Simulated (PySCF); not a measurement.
A spin–spin coupling run with PySCF 2.14.0 with density-fitted response routines (density fitting, non-relativistic, gas phase) on SMILES FN(F)F, F₃N:

```
$ OMP_NUM_THREADS=1 python probes_run.py task.json out

{"job": {"kind": "j", "xc": "B3LYP", "basis": "cc-pVTZ"}, "charge": 0, "multiplicity": 1}
F     -0.551377     1.072762    -0.165755
N      0.007593    -0.003079     0.432855
F     -0.644403    -1.033105    -0.151295
F      1.226177    -0.061947    -0.148815
```

Hardware: 1 thread of an AMD EPYC 7R32, shared host. The job also computes field gradients.

(1) How large is the calculation?

(2) How long does it take, and how much memory does it need?

(3) And these other runs on the same molecule and hardware: spin–spin coupling at B3LYP/6-31G*; spin–spin coupling at B3LYP/aug-cc-pVTZ-J; spin–spin coupling at B3LYP/def2-TZVP; spin–spin coupling at B3LYP/pcJ-0; spin–spin coupling at B3LYP/pcJ-2; spin–spin coupling at BHandHLYP/pcJ-1?

Results:

(1) 34 electrons, 120 basis functions and 335 auxiliary functions.

(2) 3.7 s of wall time, with 12 SCF cycles; peak memory 0.44 GiB. Times on a shared host scatter by some tens of per cent.

(3) B3LYP/6-31G*: 56 functions, 1.7 s; B3LYP/aug-cc-pVTZ-J: 184 functions, 6.3 s; B3LYP/def2-TZVP: 124 functions, 3.7 s; B3LYP/pcJ-0: 52 functions, 1.5 s; B3LYP/pcJ-2: 204 functions, 8.4 s; BHandHLYP/pcJ-1: 108 functions, 3.1 s.
